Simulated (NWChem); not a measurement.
A calculation on butadiene (C₄H₆)

```xyz
10

C     -1.7280    -0.6628     0.0000
C     -0.7001     0.1973     0.0000
C      0.7001    -0.1973     0.0000
C      1.7280     0.6628     0.0000
H     -1.5632    -1.7451     0.0000
H     -2.7643    -0.3169     0.0000
H     -0.9023     1.2755     0.0000
H      0.9023    -1.2755     0.0000
H      2.7643     0.3169     0.0000
H      1.5632     1.7451     0.0000
```
Charge 0, spin multiplicity 1.

All runs are NWChem calculations. The geometry was optimised at PBE0/def2-SVP, a minimum by its harmonic frequencies. It is one conformer; others weren't searched.

Symmetry labels belong to the abelian group C2h used in the runs, with the axes of the coordinates shown.

List the lowest 6 singlet excitations that TDA-BHandHLYP/def2-SVP gives, with oscillator strengths.


```
state  symmetry  energy (eV)  wavelength (nm)      f
-----  --------  -----------  ---------------  -----
1            bu         6.63              187  1.120
2            au         7.79              159  0.001
3            au         7.91              157  0.000
4            ag         8.09              153  0.000
5            bg         8.15              152  0.000
6            au         8.48              146  0.004
```
